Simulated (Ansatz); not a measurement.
# Al2 (singlet): from Hartree-Fock to the top rungs at distance Al1–Al2 = 7.985 Å, cc-pVDZ

One table from this session's results is given with a row withheld; the runs are named, their logs left out.

Computed with Ansatz 0.2.0, Gaussian basis. Level: cc-pVDZ, core rule «outside noble gas», up to 10 orbitals frozen.

Plan: UHF; CCSD(T) on RHF; CCSD(T) on UHF; BCCD(T) on RHF; CISD; CCSDT(Q) on RHF; CCSDT(Q) on UHF; CISDTQ; CCSDTQ on RHF; CASSCF and MRCISD+Q, 2 electrons in 2 orbitals; CASSCF and NEVPT2, 2 electrons in 2 orbitals; CASSCF and MRCISD+Q, 6 electrons in 8 orbitals; CASSCF and NEVPT2, 6 electrons in 8 orbitals; Full CI; Full CI in the symmetry of the determinant.

18 further runs of the same task are left out: 1 for a mislabelled method, 13 that didn't finish, 4 set aside as unsound or not needed.

**The geometry**

The geometry derives from a PBE0/def2-TZVP stationary point (not a proven minimum). One bond is set to the value named and the two fragments are kept rigid.

2 atoms, charge 0, spin multiplicity 1.

Atoms are counted from 1 here; the program's logs count them from 0.

No contacts short enough for the rule that draws bonds.

Coordinates:

```mol
Al2
  3D, bonds by distance, orders not assigned

  2  0  0  0  0  0  0  0  0  0999 V2000
    0.0000    0.0000    0.0000 Al  0  0
    0.0000    0.0000    7.9850 Al  0  0
M  END
```

Set-up of the first run:

The input, in.yaml:

```yaml
crystal:
  periodic: [false, false, false]
  atoms:
    - {symbol: Al, position_ang: [0.000000, 0.000000, 0.000000]}
    - {symbol: Al, position_ang: [0.000000, 0.000000, 7.985000]}
basis:
  gaussian: {orbitals: cc-pVDZ}
magnetization: {spin_polarized: true, initial_magnetization: 0}
hamiltonian: {xc: hf}
output: {orbitals: {seedname: orbitals}}
```

On the command line:

```
> ansatz run in.yaml --threads 1 --pin off --events-out ev --progress --plain --max-ram 2393MiB
```

Among the steps run: UHF; CCSD(T) on RHF; CCSD(T) on UHF; BCCD(T) on RHF; CISD; CCSDT(Q) on RHF; CCSDT(Q) on UHF; CISDTQ; CCSDTQ on RHF; CASSCF and MRCISD+Q, 2 electrons in 2 orbitals; CASSCF and NEVPT2, 2 electrons in 2 orbitals; CASSCF and MRCISD+Q, 6 electrons in 8 orbitals; CASSCF and NEVPT2, 6 electrons in 8 orbitals; Full CI; Full CI in the symmetry of the determinant.

One table of the session follows, with a row left open; its other results are not shown here.

It belongs to the step «Misses and costs». 

```
          method  from FCI (kcal/mol)
             UHF               +60.43
            UMP2               +22.05
           UCCSD                +1.35
        UCCSD(T)                +0.49
          UCCSDT                +0.04
       UCCSDT(Q)                +0.03
  CASSCF valence                    ?
  NEVPT2 valence               +11.37
  MRCISD valence                +1.86
MRCISD+Q valence                -0.89
             FCI                    0
```

Estimate the missing values for CASSCF valence.

**Answer.** from FCI (kcal/mol): +38.69. In the column «from FCI (kcal/mol)» it lies between UMP2 (+22.05) and UHF (+60.43).

Left out of the table: CASSCF pair, NEVPT2 pair, MRCISD pair, MRCISD+Q pair (the active space lost an orbital or holds another state than full CI finds).

Caveats from the session: The determinant is far from a pure spin state, so its energy mixes those of several spin states (harmless only where they are near-degenerate, as at dissociation). The report flags that the cluster equations may have other roots. Left out of the table: RHF, RMP2, CISD, RCCSD, RCCSD(T), BCCD(T), RCCSDT, CISDTQ, RCCSDT(Q), RCCSDTQ (another determinant or state than the rows shown). MRCISD+Q valence falls below full CI: the +Q correction isn't variational, and the cores differ from full CI's.
